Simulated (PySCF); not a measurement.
Species: C₄H₉OS (doublet state).
Z-matrix (Å and degrees, GFN2-xTB geometry), rows numbered from 1:
```
C 
C   1  1.5195
O   2  1.4096  1  108.48
C   3  1.4048  2  113.85  1  -179.91
C   4  1.4836  3  110.56  2  -179.34
S   5  1.7116  4  122.74  3    -2.18
H   1  1.0866  2  109.87  3    59.87
H   1  1.0860  2  109.92  3  -179.94
H   1  1.0866  2  109.97  3   -59.67
H   2  1.1014  1  110.56  3   120.29
H   2  1.1014  1  110.43  3  -120.30
H   4  1.1099  3  109.93  2   -57.77
H   4  1.1104  3  109.88  2    58.59
H   5  1.0710  4  120.25  3  -178.41
H   6  1.3296  5   94.80  4     2.64
```

The hyperfine couplings belong to this conformer and change with its torsions.

As a line formula: `CCOC[CH]S` [radical].

Method: PySCF, UKS B3LYP, pcH-1 on C H O S, non-relativistic, mean-field spin-orbit, GIAO. Isolated species at its GFN2-xTB geometry (one conformer only). GFN2-xTB frequencies show an imaginary mode (128i cm⁻¹), so this geometry is no minimum at that level. Couplings are sensitive to structure, and on GFN2-xTB geometries they can be far from those on DFT ones. Stability of the SCF solution: not tested.

(1) The isotropic 13C couplings are +86.8, -33.5, -1.3 MHz. Assign them to C2; C4; C5.

Results:

(1) 
```tsv
site	a_iso (MHz)	ρ(0) (bohr⁻³)	position	distance from C5 (Å)	spin population	largest |T| (MHz)
C2	-1.3	-0.0011	3 bonds from C5	3.66	0.00	0.4
C4	-33.5	-0.0298	1 bond from C5	1.48	-0.07	2.0
C5	+86.8	+0.0769	largest spin population	0.00	+0.85	147.4
```

ρ(0) is the spin density at the nucleus and T the dipolar tensor; a_iso includes a spin–orbit part; entries for several nuclei are means. The largest Mulliken spin populations are on C5 (+0.85), S6 (+0.19) and C4 (-0.07). The positive populations add up to 1.12 and the negative ones to -0.12, together 2S = 1. The angles at C5 add up to 359.9°, so it is planar; its axial dipolar tensor and the negative coupling of its proton fit spin in a p orbital normal to that plane.

Examples of negative spin density at the nucleus (bohr⁻³): C4 (-0.0298), H14 (-0.0127) and O3 (-0.0030).

Means are taken over nuclei equivalent by connectivity, which assumes that they swap fast.

The run took 56 s wall (grids of density and orbitals included) on Arm Neoverse V1, one thread, on a shared host, and the process peaked at 0.89 GiB of memory.
